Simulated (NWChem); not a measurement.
System: sulfur dioxide (SO2); SMILES O=S=O

The following NWChem deck was run.

```
start job
memory heap 200 mb stack 900 mb global 1100 mb
geometry units angstroms noautoz
  O      1.250381     0.000000     0.373591
  S      0.000000     0.000000    -0.369092
  O     -1.250381     0.000000     0.373591
end
basis spherical
  * library def2-tzvp
end
dft
  xc xwpbe 1.00 cpbe96 1.0 hfexch 1.00
  cam 0.4 cam_alpha 0.0 cam_beta 1.0
  iterations 150
  mulliken
end
task dft energy
```

Parts of the log:

```
             Northwest Computational Chemistry Package (NWChem) 7.3.0
             --------------------------------------------------------

 C2V symmetry detected

                             Geometry "geometry" -> ""
                             -------------------------

 Output coordinates in angstroms (scale by  1.889725989 to convert to a.u.)

  No.       Tag          Charge          X              Y              Z
 ---- ---------------- ---------- -------------- -------------- --------------
    1 O                    8.0000     1.25038100     0.00000000     0.37134150
    2 S                   16.0000     0.00000000     0.00000000    -0.37134150
    3 O                    8.0000    -1.25038100     0.00000000     0.37134150

 Effective nuclear repulsion energy (a.u.)     106.6927956085

      Symmetry information
      --------------------

 Group name             C2v
 Group number             16
 Group order               4
 No. of unique centers     2

  pbe96 is a nonlocal functional; adding pw91lda local functional.

                                 NWChem DFT Module
                                 -----------------

 Summary of "ao basis" -> "ao basis" (spherical)
 ------------------------------------------------------------------------------
       Tag                 Description            Shells   Functions and Types
 ---------------- ------------------------------  ------  ---------------------
 O                         def2-tzvp                11       31   5s3p2d1f
 S                         def2-tzvp                13       37   5s5p2d1f

      Symmetry analysis of basis
      --------------------------

        a1         37
        a2         13
        b1         30
        b2         19

            General Information
            -------------------
          SCF calculation type: DFT
          Wavefunction type:  closed shell.
          No. of atoms     :     3
          No. of electrons :    32
           Alpha electrons :    16
            Beta electrons :    16
          Charge           :     0
          Spin multiplicity:     1
          Use of symmetry is: on ; symmetry adaption is: on
          Maximum number of iterations: 150
          AO basis - number of functions:    99
                     number of shells:    35
          Convergence on energy requested:  1.00D-06
          Convergence on density requested:  1.00D-05
          Convergence on gradient requested:  5.00D-04

              XC Information
              --------------
                     Hartree-Fock (Exact) Exchange  1.000
                     LC-wPBE(h)Exchange Functional  1.000
            Perdew 1991 LDA Correlation Functional  1.000 local
           PerdewBurkeErnz. Correlation Functional  1.000 non-local

           Range-Separation Parameters
           ---------------------------
           Alpha           :  0.00
           Beta            :  1.00
           Gamma           :  0.40
           Short-Range HF  :     F

             Grid Information
             ----------------
          Grid used for XC integration:  medium
          Radial quadrature: Mura-Knowles
          Angular quadrature: Lebedev.
          Tag              B.-S. Rad. Rad. Pts. Rad. Cut. Ang. Pts.
          ---              ---------- --------- --------- ---------
          O                   0.60       49           8.0       434
          S                   1.00       88           6.0       590
          Grid pruning is: on
          Number of quadrature shells:   137
          Spatial weights used:  Erf1

      Superposition of Atomic Density Guess
      -------------------------------------

 Sum of atomic energies:        -547.04811583

      Non-variational initial energy
      ------------------------------

 Total energy =    -547.857505
 1-e energy   =    -967.983279
 2-e energy   =     313.432978
 HOMO         =      -0.336631
 LUMO         =      -0.116686

      Symmetry analysis of molecular orbitals - initial
      -------------------------------------------------

  Numbering of irreducible representations:

     1 a1          2 a2          3 b1          4 b2

  Orbital symmetries:

     1 a1          2 b1          3 a1          4 a1          5 b1
     6 a1          7 b2          8 a1          9 b1         10 a1
    11 b1         12 b2         13 a1         14 a2         15 b1
    16 a1         17 b2         18 a1         19 b1         20 a1
    21 b2         22 b1         23 a1         24 b1         25 a1
    26 b2

     ---------------------------------------------
      Total Density - Mulliken Population Analysis
     ---------------------------------------------

    Atom       Charge   Shell Charges
 -----------   ------   -------------------------------------------------------
    1 O    8     8.72   0.79  1.18  0.61  0.98  0.29  1.93  2.10  0.82  0.00  0.02  0.00
    2 S   16    14.55   2.01  0.49  1.48  1.01  0.88  4.14  1.71  0.69  1.33  0.42  0.15  0.19  0.05
    3 O    8     8.72   0.79  1.18  0.61  0.98  0.29  1.93  2.10  0.82  0.00  0.02  0.00

   convergence    iter        energy       DeltaE   RMS-Dens  Diis-err
 ---------------- ----- ----------------- --------- --------- ---------
 d= 0,ls=0.0,diis     1   -548.3181609266 -6.55D+02  1.12D-02  1.77D+00
 d= 0,ls=0.0,diis     2   -548.3039016479  1.43D-02  5.56D-03  1.86D+00
 d= 0,ls=0.0,diis     3   -548.4550181445 -1.51D-01  8.91D-04  6.65D-02
 d= 0,ls=0.0,diis     4   -548.4599114898 -4.89D-03  1.86D-04  1.38D-03
 d= 0,ls=0.0,diis     5   -548.4600431959 -1.32D-04  6.60D-05  4.38D-05
  Resetting Diis
 d= 0,ls=0.0,diis     6   -548.4600527264 -9.53D-06  3.48D-05  4.30D-06
 d= 0,ls=0.0,diis     7   -548.4600541143 -1.39D-06  5.80D-06  1.31D-07
 d= 0,ls=0.0,diis     8   -548.4600541522 -3.80D-08  1.69D-06  5.81D-08

         Total DFT energy =     -548.460054152228
      One electron energy =     -967.824411632605
           Coulomb energy =      355.284709996956
    Exchange-Corr. energy =      -42.613148125108
 Nuclear repulsion energy =      106.692795608529

 Numeric. integr. density =       32.000002381730

                  Occupations of the irreducible representations
                  ----------------------------------------------

                     irrep           alpha         beta
                     --------     --------     --------
                     a1                8.0          8.0
                     a2                1.0          1.0
                     b1                5.0          5.0
                     b2                2.0          2.0

                       DFT Final Molecular Orbital Analysis
                       ------------------------------------

 Vector   14  Occ=2.000000D+00  E=-4.932400D-01  Symmetry=a2
              MO Center=  1.9D-14, -3.4D-15,  3.0D-01, r^2= 2.0D+00
   Bfn.  Coefficient  Atom+Function         Bfn.  Coefficient  Atom+Function
  ----- ------------  ---------------      ----- ------------  ---------------
     7      0.328206  1 O  py                75     -0.328206  3 O  py
    10      0.272443  1 O  py                78     -0.272443  3 O  py
    13      0.182550  1 O  py                81     -0.182550  3 O  py
    57      0.111987  2 S  d -2              52      0.096853  2 S  d -2
    63      0.026258  2 S  f -2

 Vector   15  Occ=2.000000D+00  E=-4.823737D-01  Symmetry=b1
              MO Center=  3.5D-14,  3.7D-15,  2.6D-01, r^2= 2.2D+00
   Bfn.  Coefficient  Atom+Function         Bfn.  Coefficient  Atom+Function
  ----- ------------  ---------------      ----- ------------  ---------------
     6      0.256105  1 O  px                74      0.256105  3 O  px
     8     -0.224483  1 O  pz                76      0.224483  3 O  pz
     9      0.211140  1 O  px                77      0.211140  3 O  px
    11     -0.191298  1 O  pz                79      0.191298  3 O  pz
    12      0.135257  1 O  px                80      0.135257  3 O  px

 Vector   16  Occ=2.000000D+00  E=-4.549619D-01  Symmetry=a1
              MO Center= -2.4D-14, -7.8D-16, -5.7D-03, r^2= 2.1D+00
   Bfn.  Coefficient  Atom+Function         Bfn.  Coefficient  Atom+Function
  ----- ------------  ---------------      ----- ------------  ---------------
    36      0.450859  2 S  s                  8      0.293778  1 O  pz
    76      0.293778  3 O  pz                11      0.240993  1 O  pz
    79      0.240993  3 O  pz                48     -0.224142  2 S  pz
    14      0.183065  1 O  pz                82      0.183065  3 O  pz
    35      0.157164  2 S  s                 34     -0.130810  2 S  s

 Vector   17  Occ=0.000000D+00  E=-4.233132D-02  Symmetry=b2
              MO Center=  1.1D-14, -6.1D-16, -1.9D-01, r^2= 2.1D+00
   Bfn.  Coefficient  Atom+Function         Bfn.  Coefficient  Atom+Function
  ----- ------------  ---------------      ----- ------------  ---------------
    47      0.466673  2 S  py                50      0.460216  2 S  py
    13     -0.268437  1 O  py                81     -0.268437  3 O  py
     7     -0.255981  1 O  py                75     -0.255981  3 O  py
    10     -0.206508  1 O  py                78     -0.206508  3 O  py
    44      0.200743  2 S  py                38     -0.159415  2 S  py

 Vector   18  Occ=0.000000D+00  E= 1.330211D-01  Symmetry=a1
              MO Center=  1.7D-14,  7.9D-16, -2.6D-01, r^2= 2.7D+00
   Bfn.  Coefficient  Atom+Function         Bfn.  Coefficient  Atom+Function
  ----- ------------  ---------------      ----- ------------  ---------------
    36      1.906050  2 S  s                 51      1.178264  2 S  pz
     5     -0.912649  1 O  s                 73     -0.912649  3 O  s
    12      0.555624  1 O  px                80     -0.555624  3 O  px
    48      0.404459  2 S  pz                 6      0.194785  1 O  px
     9      0.194208  1 O  px                74     -0.194785  3 O  px

 Vector   19  Occ=0.000000D+00  E= 1.478470D-01  Symmetry=b1
              MO Center=  9.1D-15, -2.2D-17, -6.9D-01, r^2= 3.1D+00
   Bfn.  Coefficient  Atom+Function         Bfn.  Coefficient  Atom+Function
  ----- ------------  ---------------      ----- ------------  ---------------
    49      1.731500  2 S  px                 5     -1.152010  1 O  s
    73      1.152010  3 O  s                 46      0.510044  2 S  px
    14      0.408477  1 O  pz                82     -0.408477  3 O  pz
    12      0.241045  1 O  px                80      0.241045  3 O  px
     8      0.168863  1 O  pz                76     -0.168863  3 O  pz

     ---------------------------------------------
      Total Density - Mulliken Population Analysis
     ---------------------------------------------

    Atom       Charge   Shell Charges
 -----------   ------   -------------------------------------------------------
    1 O    8     8.31   0.79  1.18  0.61  0.91  0.34  1.86  1.83  0.77  0.00  0.03  0.00
    2 S   16    15.38   2.01  0.47  1.48  1.12  0.78  4.17  1.66  0.88  1.68  0.37  0.27  0.40  0.07
    3 O    8     8.31   0.79  1.18  0.61  0.91  0.34  1.86  1.83  0.77  0.00  0.03  0.00

     -------------------------------------------
      Total Density - Lowdin Population Analysis
     -------------------------------------------

    Atom       Charge   Shell Charges
 -----------   ------   -------------------------------------------------------
    1 O    8     8.27   0.87  1.09  0.57  0.66  0.42  1.72  1.89  0.98  0.00  0.07  0.00
    2 S   16    15.45   1.99  0.84  1.12  0.73  0.58  3.89  1.88  0.95  1.51  0.68  0.26  0.83  0.19
    3 O    8     8.27   0.87  1.09  0.57  0.66  0.42  1.72  1.89  0.98  0.00  0.07  0.00

     Multipole analysis of the density
     ---------------------------------

     L   x y z        total         alpha         beta         nuclear
     -   - - -        -----         -----         ----         -------
     0   0 0 0      0.000000    -16.000000    -16.000000     32.000000

     1   1 0 0      0.000000      0.000000      0.000000      0.000000
     1   0 1 0     -0.000000     -0.000000     -0.000000      0.000000
     1   0 0 1     -0.729453     -0.364727     -0.364727      0.000000

     2   2 0 0    -20.068721    -54.699880    -54.699880     89.331039
     2   1 1 0      0.000000      0.000000      0.000000      0.000000
     2   1 0 1      0.000000      0.000000      0.000000      0.000000
     2   0 2 0    -15.304051     -7.652026     -7.652026      0.000000
     2   0 1 1     -0.000000     -0.000000     -0.000000      0.000000
     2   0 0 2    -16.709916    -16.233841    -16.233841     15.757765
```

Level: LC-wPBE (HJS exchange hole, range parameter 0.4 per bohr)/def2-TZVP. Structure relaxed at the PBE0/def2-SVP level.
